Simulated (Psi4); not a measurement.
**SiO (SMILES O=[Si]) at M06-2X/def2-TZVPPD**

Aim: the vertical ionisation energy of SiO at M06-2X/def2-TZVPPD, from 2 runs. 

The calculation is run with Psi4 1.11.

1 further run of the same task is left out (it didn't finish).

### 1 The molecule

SiO has 2 atoms, charge 0, and is taken as a singlet. SMILES: `O=[Si]`. The coordinates come from a PBE0-D4/def2-TZVP relaxation.

Bond lengths: O1–Si2 1.509 Å.

### 2 Energy and forces at M06-2X/def2-TZVPPD

The input, run_ase.py:

```python
import numpy as np
from ase.calculators.psi4 import Psi4
from ase import Atoms

atoms = Atoms(['O', 'Si'], positions=[
    [-0.640700, 0.231500, -0.324000],
    [0.640700, -0.231500, 0.324000],
])
calc = Psi4(atoms=atoms, method='m06-2x', basis='def2-TZVPPD', memory='1600MB', num_threads=1, charge=0, multiplicity=1, label='calc', reference='rks')
calc.psi4.set_options({'puream': True, 'e_convergence': 1e-09, 'd_convergence': 1e-08, 'scf_type': 'pk', 'dft_radial_points': 99, 'dft_spherical_points': 590})
atoms.calc = calc

forces = atoms.get_forces()
print(f'energy: {atoms.get_potential_energy():.6f} eV')
print('forces / eV A^-1')
print(np.round(forces, 5))
```

The run is started by

```sh
$ python run_ase.py
```

calc.dat:

```text
[...]
  Running in c1 symmetry.
[...]
  Nuclear repulsion =   39.283332351226669
[...]
  Multiplicity = 1
[...]
  Nalpha       = 11
  Nbeta        = 11
[...]
    Number of basis functions: 88
[...]
   @RKS iter   1:  -364.49617579804323   -4.99748e-01   8.60940e-03 DIIS/ADIIS
[...]
   @RKS iter  11:  -364.71973115913295   -1.08002e-12   1.61856e-09 DIIS
[...]
    Orbital Energies [Eh]
    ---------------------
    Doubly Occupied:
       1A    -67.044852     2A    -19.610481     3A     -5.585203
       4A     -3.893321     5A     -3.893321     6A     -3.890042
       7A     -1.058981     8A     -0.512136     9A     -0.401592
      10A     -0.401592    11A     -0.371284
[...]
  @RKS Final Energy:  -364.71973115913295
   => Energetics <=
    Nuclear Repulsion Energy =             39.2833323512266688
    One-Electron Energy =                -583.2292103169386337
    Two-Electron Energy =                 193.2401305351864949
    DFT Exchange-Correlation Energy =     -14.0139837286075366
    Empirical Dispersion Energy =           0.0000000000000000
    VV10 Nonlocal Energy =                  0.0000000000000000
    Total Energy =                       -364.7197311591329481
[...]
 Multipole Moments:
 ------------------------------------------------------------------------------------
     Multipole            Electronic (a.u.)      Nuclear  (a.u.)        Total (a.u.)
 ------------------------------------------------------------------------------------
 L = 1.  Multiply by 2.5417464519 to convert [e a0] to [Debye]
 Dipole X            :          1.1319558            0.0062444            1.1382003
 Dipole Y            :         -0.4090023           -0.0022563           -0.4112586
 Dipole Z            :          0.5724265            0.0031578            0.5755843
 Magnitude           :                                                    1.3401234
[...]
  -Total Gradient:
     Atom            X                  Y                   Z
    ------   -----------------  -----------------  -----------------
       1       -0.005689800195     0.002055858824    -0.002877314280
       2        0.005534615192    -0.001999786827     0.002798837707
[...]
```

Standard output:

```text
energy: -9924.529395 eV
forces / eV A^-1
[[ 0.29258 -0.10572  0.14796]
 [-0.2846   0.10283 -0.14392]]
```

It took 15 s on 1 thread of AMD EPYC 7R43 (Zen 3), shared host; peak memory 0.98 GiB.

### 3 The doublet cation: a single-point energy at UM06-2X/def2-TZVPPD

The input, osi.dat:

```
memory 1600 MB

molecule m {
  1 2
  O     -0.640700     0.231500    -0.324000
  Si     0.640700    -0.231500     0.324000
  units angstrom
  symmetry c1
}

set basis def2-TZVPPD
set reference uks
set puream true
set e_convergence 1e-09
set d_convergence 1e-08
set scf_type pk
set dft_radial_points 99
set dft_spherical_points 590
set maxiter 200

e_tot, wfn = energy('m06-2x', return_wfn=True)
oeprop(wfn, 'QUADRUPOLE', 'MULLIKEN_CHARGES', 'DIPOLE', title='M06-2X')
```

The run is started by

```sh
$ psi4 -n 1 osi.dat osi.out
```

osi.out (excerpt; [...] marks lines left out):

```text
[...]
  Running in c1 symmetry.
[...]
  Nuclear repulsion =   39.283332351226669
[...]
  Multiplicity = 2
[...]
  Nalpha       = 11
  Nbeta        = 10
[...]
    Number of basis functions: 88
[...]
   @UKS iter   1:  -364.02892766076104   -3.25005e-02   8.46236e-03 DIIS/ADIIS
[...]
   @UKS iter  16:  -364.29523485620001   -1.36424e-12   1.83483e-09 DIIS
[...]
   @S^2 Observed:                7.633834635E-01
[...]
  @UKS Final Energy:  -364.29523485620001
   => Energetics <=
    Nuclear Repulsion Energy =             39.2833323512266688
    One-Electron Energy =                -575.5823376435411092
    Two-Electron Energy =                 185.8581633684655117
    DFT Exchange-Correlation Energy =     -13.8543929323511144
    Empirical Dispersion Energy =           0.0000000000000000
    VV10 Nonlocal Energy =                  0.0000000000000000
    Total Energy =                       -364.2952348562000111
[...]
 Multipole Moments:
 ------------------------------------------------------------------------------------
     Multipole            Electronic (a.u.)      Nuclear  (a.u.)        Total (a.u.)
 ------------------------------------------------------------------------------------
 L = 1.  Multiply by 2.5417464519 to convert [e a0] to [Debye]
 Dipole X            :         -0.0000002            0.0000000           -0.0000002
 Dipole Y            :          0.0000000            0.0000000            0.0000000
 Dipole Z            :          1.8428007            0.0073522            1.8501529
 Magnitude           :                                                    1.8501529
 L = 2.  Multiply by 1.3450342976 to convert [e a0^2] to [Debye ang]
 Quadrupole XX       :         -9.5081360            0.0000000           -9.5081360
 Quadrupole XY       :          0.0000000            0.0000000            0.0000000
[...]
  Mulliken Charges: (a.u.)
   Center  Symbol    Alpha    Beta     Spin     Total
       1     O     4.27173  3.73327  0.53846 -0.00500
       2    SI     6.72827  6.26673  0.46154  1.00500
   Total alpha = 11.00000, Total beta = 10.00000, Total charge =  1.00000
    Psi4 run time: 0:00:23.44
```

It took 25 s on 1 thread of AMD EPYC 7R43 (Zen 3), shared host; peak memory 0.96 GiB.

### 4 What came out

Level: M06-2X/def2-TZVPPD.

```
                                          quantity          value
                         singlet SiO: total energy  -364.71973 Eh
                        singlet SiO: dipole moment         3.41 D
                          singlet SiO: HOMO energy      -10.10 eV
                          singlet SiO: LUMO energy       -1.16 eV
                        singlet SiO: HOMO–LUMO gap        8.94 eV
             singlet SiO: largest force on an atom     0.344 eV/Å
                      doublet cation: total energy  -364.29523 Eh
doublet cation: HOMO energy (highest over α and β)      -19.27 eV
 doublet cation: LUMO energy (lowest over α and β)      -13.02 eV
                              doublet cation: ⟨S²⟩          0.763
vertical ionisation energy (to the doublet cation)      11.551 eV
```

Removing an electron at fixed nuclei costs 11.55 eV (266 kcal/mol). The largest force (singlet SiO) is 0.34 eV/Å: the shape isn't a stationary point for this species at this level. −ε(HOMO) before ionisation, 10.10 eV, is 1.45 eV below this ionisation energy.
